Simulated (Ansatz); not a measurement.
## H3O2P, SMILES OPO: a relaxed scan of one distance, step by step

With Ansatz 0.2.0 through its Python package.

Typed at the interpreter:
```pycon
>>> import ansatz as az
>>> import numpy as np
>>> BASIS_SET = "def2-SVP"
>>> FUNCTIONAL = "pbe0"
>>> geometry_ang = [
...     ("O", (-0.5918, -0.7862, -0.3987)),
...     ("P", (0.4033, 0.4808, -0.4977)),
...     ("O", (1.0916, 0.1362, 0.8885)),
...     ("H", (-1.1105, -0.7656, -1.2326)),
...     ("H", (-0.4379, 1.5236, -0.0658)),
...     ("H", (0.6873, -0.6529, 1.2601)),
... ]
>>> mol = az.Crystal.molecule()
>>> for symbol, xyz in geometry_ang:
...     mol = mol.atom(symbol, xyz)
...
>>> job = (
...     mol.calculation()
...     .basis(gaussian=BASIS_SET)
...     .functional(FUNCTIONAL)
... )
>>> symbols = [site.symbol for site in mol.cartesian_sites]
>>> pairs = [(0, 1), (0, 3), (1, 2), (1, 4), (2, 5)]
>>> print("held (A)   E (eV)        ", "  ".join(f"{symbols[i]}{i}-{symbols[j]}{j}" for i, j in pairs))
held (A)   E (eV)         O0-P1  O0-H3  P1-O2  P1-H4  O2-H5
>>> for length in [0.88, 0.96, 1.04, 1.15, 1.3]:
...     data = job.relax(constraints=[az.DistanceConstraint((2, 5), at=length)], force_tolerance=0.02, max_steps=60).run(threads=1).report
...     xyz = np.array(data["positions_ang"])
...     print(f"{length:6.2f} {data['free_energy_ev']:14.5f}  ", "  ".join(f"{np.linalg.norm(xyz[i] - xyz[j]):.3f}" for i, j in pairs))
...
DeckWarning: relax.constraints: the input's atoms, or those drawn, lie off the distances that are held; a relaxation that starts there is brought onto them ahead of its first SCF, by positions alone, an atom by 4.07e-2 Å at the most. With the symmetry detection on, the symmetry is detected on the input's atoms as so [...]
  0.88   -13417.83265   1.665  0.964  1.649  1.437  0.880
  0.96   -13418.06702   1.665  0.964  1.650  1.437  0.960
  1.04   -13417.95035   1.665  0.964  1.650  1.437  1.040
  1.15   -13417.49164   1.665  0.964  1.648  1.436  1.150
  1.30   -13416.65455   1.664  0.964  1.640  1.436  1.300
```

What to keep in mind:
- Total energies depend on the basis set; only differences at equal settings carry meaning.
- Warnings are shown shortened and without file and line.
- The energies are electronic: no zero-point or thermal terms, and the basis set is short of its limit.
- Run time: 100 s on 1 thread of Arm Neoverse V1, on a shared host, peak memory 0.19 GiB.
